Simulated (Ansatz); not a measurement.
Density of states of HfV2 (Fd-3m, a = 7.383 Å, b = 7.383 Å, c = 7.383 Å, α = 90.00°, β = 90.00°, γ = 90.00°), in states per eV and primitive cell, averaged over bins of 0.5 eV. Level of theory: DFT r2SCAN, scalar-relativistic, plane waves, PAW (Ansatz 0.2.0).

Settings: cutoff 500 eV, Γ-centred mesh 8×8×8 on the computed 6-atom cell, Gaussian smearing of 0.10 eV; collinear spin from starting moments -0.16 -0.16 0.91 0.91 0.91 0.91 μB.

The cell is relaxed at this level. The states (both spins) are summed by tetrahedra on a 12×12×12 mesh at the self-consistent density. Energies are bin centres; the table starts no lower than −8 eV and ends at 6 eV, or lower where the solved bands end.

It is a metal at this level.

```tsv
E − E_F (eV)	total	V 3d down	V 3d up	Hf 5d down	Hf 5d up	V 4s down	V 4s up
-7.00	0.11	0.00	0.00	0.00	0.00	0.01	0.05
-6.50	0.33	0.00	0.00	0.00	0.00	0.07	0.11
-6.00	0.49	0.00	0.00	0.00	0.00	0.12	0.16
-5.50	0.66	0.00	0.01	0.01	0.01	0.15	0.20
-5.00	0.90	0.01	0.03	0.02	0.03	0.18	0.26
-4.50	1.11	0.03	0.06	0.04	0.06	0.18	0.31
-4.00	1.46	0.06	0.16	0.05	0.15	0.21	0.37
-3.50	2.67	0.18	0.70	0.14	0.35	0.35	0.38
-3.00	5.63	1.07	1.65	0.57	0.78	0.43	0.31
-2.50	3.64	0.51	1.36	0.58	0.45	0.28	0.21
-2.00	4.00	0.91	1.58	0.75	0.23	0.22	0.17
-1.50	8.95	2.08	5.08	0.62	0.48	0.26	0.15
-1.00	10.66	2.80	4.78	0.80	1.23	0.27	0.25
-0.50	10.55	2.40	3.55	1.48	1.76	0.16	0.31
0.00	9.06	3.99	0.96	2.48	0.43	0.26	0.09
0.50	5.09	3.06	1.04	0.34	0.25	0.10	0.06
1.00	4.16	0.70	2.47	0.12	0.56	0.05	0.06
1.50	6.15	1.82	2.87	0.33	0.78	0.05	0.04
2.00	11.10	4.14	4.28	1.13	0.93	0.07	0.03
2.50	7.74	3.86	2.16	0.55	0.78	0.02	0.05
```

The columns after the total are the main Löwdin projections on the occupied valence shells of the potentials; 6 others are left out. The rest of the total lies in those, in shells that are empty in the free atom, which aren't projected, and between the atoms.

The state reached may not be the lowest one. Spin-orbit coupling is left out, which matters for the bands of heavy elements.

Only this magnetic start was tried.

Cost: 1 run of about 6 core-minutes, on Oxide Virtual Turin-like Processor (Zen 5) (shared hosts).